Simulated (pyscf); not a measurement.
A first-order saddle from PySCF, ωB97X-D3(BJ)/def2-SVP:

```xyz
10

Ge    -0.2044    -0.0984    -0.6320
H      0.7354     0.7981     0.7297
H      1.1993    -0.4186    -1.1581
H     -0.8125     1.2656    -0.9842
H     -1.1400    -1.1319    -1.3499
H     -0.7833    -0.2964     1.8569
O     -0.8046    -0.9992     1.0382
H     -1.6509    -1.4561     0.9386
H      0.2308     0.9300     1.5737
F     -0.4910     0.7959     2.4872
```

Surface: singlet, charge 0. Lowest wavenumbers (cm⁻¹): 1124i, 102, 223, 357, 442.

Task: Which two sides does it connect, and which bonds change?

Result: germane (GeH₄) + water (H₂O) + hydrogen fluoride (HF) ⇌ HO–GeH₃ + hydrogen (H₂) + hydrogen fluoride (HF), a multi-bond step read from left to right: Ge–H, H–O, F–H broken and Ge–O, H–H, F–H formed. At ωB97M-D3(BJ)/def2-TZVP it lies +130.0 kJ/mol from the left side and +128.6 kJ/mol from the right (each side as separated species at their lowest minima found). On the reactant side the descent ends in a complex, 31.1 kJ/mol under the separated species and 157.4 kJ/mol under the saddle at ωB97X-D3(BJ)/def2-TZVP. On the product side the descent ends in a bound adduct (not fully relaxed), 48.4 kJ/mol under the separated species and 178.8 kJ/mol under the saddle at ωB97X-D3(BJ)/def2-TZVP. This is the saddle that the search found; another between the same sides may lie lower. Elements up to Kr have no core potential and no relativistic terms here.
